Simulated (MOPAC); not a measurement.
MOPAC input (AM1):

```
AM1 1SCF CHARGE=-1 GEO-OK AUX(PRECISION=9) THREADS=1
C4H9

C     0.00150420 1    0.06782275 1    0.35234476 1
H     0.00420647 1   -0.06617570 1    1.47074893 1
C     0.00836434 1    1.49076899 1   -0.15367575 1
H    -0.87400686 1    2.03508487 1    0.22502747 1
H     0.89948318 1    2.02456257 1    0.21948169 1
C     1.24463462 1   -0.68990047 1   -0.13394913 1
H     1.26512854 1   -0.68733128 1   -1.22899581 1
H     2.15557123 1   -0.18983784 1    0.21049222 1
H     1.26778541 1   -1.72832745 1    0.23041004 1
C    -1.25354649 1   -0.67507850 1   -0.12613720 1
H    -1.28085629 1   -0.67222569 1   -1.22103440 1
H    -1.28673820 1   -1.71317120 1    0.23839815 1
H    -2.15631350 1   -0.16425497 1    0.22397568 1
```

Output:

```
 *******************************************************************************
 **                                                                           **
 **                              MOPAC v23.2.5                                **
 **                                                                           **
 *******************************************************************************
 ** MOPAC's Digital Object Identifier: https://doi.org/10.5281/zenodo.6511958 **
 **                                                                           **
 ** Please cite the open-source release paper for use of this MOPAC version:  **
 ** J. E. Moussa and J. J. P. Stewart (2026)                                  **
 ** MOPAC: An open-source semiempirical molecular orbital program             **
 ** J. Open Source Softw., 11(119), 8025, https://doi.org/10.21105/joss.08025 **
 *******************************************************************************

                              AM1 CALCULATION RESULTS

 *******************************************************************************
 *  AM1        - The AM1 Hamiltonian to be used
 *  GEO-OK     - OVERRIDE INTERATOMIC DISTANCE AND OTHER SAFETY CHECKS
 *
 *
 *
 *                 CHARGE ON SYSTEM = -1
 *
 *
 *
 *  1SCF       - DO 1 SCF AND THEN STOP
 *  AUX        - OUTPUT AUXILIARY INFORMATION
 *******************************************************************************
AM1 1SCF CHARGE=-1 GEO-OK AUX(PRECISION=9) THREADS=1
 C4H9

   ATOM   CHEMICAL          X               Y               Z
  NUMBER   SYMBOL      (ANGSTROMS)     (ANGSTROMS)     (ANGSTROMS)

     1       C          0.00150420  *   0.06782275  *   0.35234476  *
     2       H          0.00420647  *  -0.06617570  *   1.47074893  *
     3       C          0.00836434  *   1.49076899  *  -0.15367575  *
     4       H         -0.87400686  *   2.03508487  *   0.22502747  *
     5       H          0.89948318  *   2.02456257  *   0.21948169  *
     6       C          1.24463462  *  -0.68990047  *  -0.13394913  *
     7       H          1.26512854  *  -0.68733128  *  -1.22899581  *
     8       H          2.15557123  *  -0.18983784  *   0.21049222  *
     9       H          1.26778541  *  -1.72832745  *   0.23041004  *
    10       C         -1.25354649  *  -0.67507850  *  -0.12613720  *
    11       H         -1.28085629  *  -0.67222569  *  -1.22103440  *
    12       H         -1.28673820  *  -1.71317120  *   0.23839815  *
    13       H         -2.15631350  *  -0.16425497  *   0.22397568  *

          CARTESIAN COORDINATES

    NO.       ATOM           X           Y           Z

     1         C          0.0015      0.0678      0.3523
     2         H          0.0042     -0.0662      1.4707
     3         C          0.0084      1.4908     -0.1537
     4         H         -0.8740      2.0351      0.2250
     5         H          0.8995      2.0246      0.2195
     6         C          1.2446     -0.6899     -0.1339
     7         H          1.2651     -0.6873     -1.2290
     8         H          2.1556     -0.1898      0.2105
     9         H          1.2678     -1.7283      0.2304
    10         C         -1.2535     -0.6751     -0.1261
    11         H         -1.2809     -0.6722     -1.2210
    12         H         -1.2867     -1.7132      0.2384
    13         H         -2.1563     -0.1643      0.2240

  H: (AM1): M.J.S. DEWAR ET AL, J. AM. CHEM. SOC. 107 3902-3909 (1985)
  C: (AM1): M.J.S. DEWAR ET AL, J. AM. CHEM. SOC. 107 3902-3909 (1985)

           Empirical Formula: C4 H9  =    13 atoms

      MOLECULAR POINT GROUP   :   Cs

      RHF CALCULATION, NO. OF DOUBLY OCCUPIED LEVELS = 13

 -------------------------------------------------------------------------------
 AM1 1SCF CHARGE=-1 GEO-OK AUX(PRECISION=9) THREADS=1
 C4H9

     1SCF WAS SPECIFIED, SO BFGS WAS NOT USED
     SCF FIELD WAS ACHIEVED

                              AM1 CALCULATION
                                                       MOPAC v23.2.5 Linux

          FINAL HEAT OF FORMATION =         29.49655 KCAL/MOL =     123.41357 KJ/MOL

          COSMO AREA              =        113.00 SQUARE ANGSTROMS
          COSMO VOLUME            =        100.44 CUBIC ANGSTROMS

          IONIZATION POTENTIAL    =          0.244124 EV
          HOMO LUMO ENERGIES (EV) =         -0.244  9.134
          NO. OF FILLED LEVELS    =         13
          MOLECULAR WEIGHT        =         57.1151         POINT GROUP:  Cs

          MOLECULAR DIMENSIONS (Angstroms)

            Atom       Atom       Distance
            H    12    H     5     4.33019
            H     4    H     9     3.74885
            H     2    H     7     2.69775

          SCF CALCULATIONS        =          1

   ATOM   CHEMICAL          X               Y               Z
  NUMBER   SYMBOL      (ANGSTROMS)     (ANGSTROMS)     (ANGSTROMS)

     1       C          0.00150420  *   0.06782275  *   0.35234476  *
     2       H          0.00420647  *  -0.06617570  *   1.47074893  *
     3       C          0.00836434  *   1.49076899  *  -0.15367575  *
     4       H         -0.87400686  *   2.03508487  *   0.22502747  *
     5       H          0.89948318  *   2.02456257  *   0.21948169  *
     6       C          1.24463462  *  -0.68990047  *  -0.13394913  *
     7       H          1.26512854  *  -0.68733128  *  -1.22899581  *
     8       H          2.15557123  *  -0.18983784  *   0.21049222  *
     9       H          1.26778541  *  -1.72832745  *   0.23041004  *
    10       C         -1.25354649  *  -0.67507850  *  -0.12613720  *
    11       H         -1.28085629  *  -0.67222569  *  -1.22103440  *
    12       H         -1.28673820  *  -1.71317120  *   0.23839815  *
    13       H         -2.15631350  *  -0.16425497  *   0.22397568  *

                             CARTESIAN COORDINATES

   1    C        0.001504200     0.067822750     0.352344760
   2    H        0.004206470    -0.066175700     1.470748930
   3    C        0.008364340     1.490768990    -0.153675750
   4    H       -0.874006860     2.035084870     0.225027470
   5    H        0.899483180     2.024562570     0.219481690
   6    C        1.244634620    -0.689900470    -0.133949130
   7    H        1.265128540    -0.687331280    -1.228995810
   8    H        2.155571230    -0.189837840     0.210492220
   9    H        1.267785410    -1.728327450     0.230410040
  10    C       -1.253546490    -0.675078500    -0.126137200
  11    H       -1.280856290    -0.672225690    -1.221034400
  12    H       -1.286738200    -1.713171200     0.238398150
  13    H       -2.156313500    -0.164254970     0.223975680

           Empirical Formula: C4 H9  =    13 atoms

      MOLECULAR POINT GROUP   :   Cs

                  EIGENVALUES
 -30.40392 -22.99518 -19.97717 -14.40734 -10.36567  -9.32933  -9.10257  -8.23701
  -7.02829  -6.36980  -5.42348  -4.98069  -0.24412   9.13427   9.19052   9.19478
   9.43866   9.78030   9.78458  10.23589  10.51035  10.63161  12.42861  12.56163
  12.67897

              NET ATOMIC CHARGES AND DIPOLE CONTRIBUTIONS

  ATOM NO.   TYPE          CHARGE      No. of ELECS.   s-Pop       p-Pop
    1          C           0.015020        3.9850     1.20607     2.77891
    2          H          -0.059422        1.0594     1.05942
    3          C          -0.731237        4.7312     1.36722     3.36402
    4          H          -0.024601        1.0246     1.02460
    5          H          -0.024601        1.0246     1.02460
    6          C          -0.181171        4.1812     1.22293     2.95824
    7          H           0.054913        0.9451     0.94509
    8          H           0.038250        0.9617     0.96175
    9          H           0.000429        0.9996     0.99957
   10          C          -0.181171        4.1812     1.22293     2.95824
   11          H           0.054913        0.9451     0.94509
   12          H           0.000429        0.9996     0.99957
   13          H           0.038250        0.9617     0.96175
 DIPOLE           X         Y         Z       TOTAL
 POINT-CHG.    -0.030    -4.838    -0.277     4.846
 HYBRID         0.002    -0.390     1.534     1.583
 SUM           -0.027    -5.228     1.257     5.377

          ATOMIC ORBITAL ELECTRON POPULATIONS

     Atom    s        px        py        pz
    1  C   1.20607   0.85828   1.01889   0.90174
    2  H   1.05942
    3  C   1.36722   0.87946   0.81289   1.67166
    4  H   1.02460
    5  H   1.02460
    6  C   1.22293   1.01370   0.94438   1.00015
    7  H   0.94509
    8  H   0.96175
    9  H   0.99957
   10  C   1.22293   1.01424   0.94405   0.99994
   11  H   0.94509
   12  H   0.99957
   13  H   0.96175

 **********************
 *                    *
 * JOB ENDED NORMALLY *
 *                    *
 **********************

 == MOPAC DONE ==
```

The dipole moment of an ion depends on the origin.
